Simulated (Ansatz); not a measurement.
The reference is Pd in the fcc (Cu type) structure (space group Fm-3m, No. 225; a = 3.943 Å).

The values are results of PBE in Ansatz (plane waves to 420 eV, PAW, spin-orbit coupling left out), earlier PAW set, not measurements.

One thing is altered: full substitution Pd → Cu, then cell and atoms are relaxed.

Measured lattice parameter a: Pd 3.876 Å (static lattice; corrected from measurement; as listed in Daniel Mejia-Rodriguez, S. B. Trickey, Phys. Rev. B (2018)); Cu 3.595 Å (static lattice; corrected from measurement; as listed in Gábor I. Csonka et al., Physical Review B (2009)).

Question: How well does PBE reproduce the measured shift?

Answer: With PBE the lattice parameter a moves by -0.314 Å (3.943 → 3.629) against -0.281 Å measured.

No phonon test of stability was made. All final runs are without spin polarisation.

Ansatz is a first-principles code.
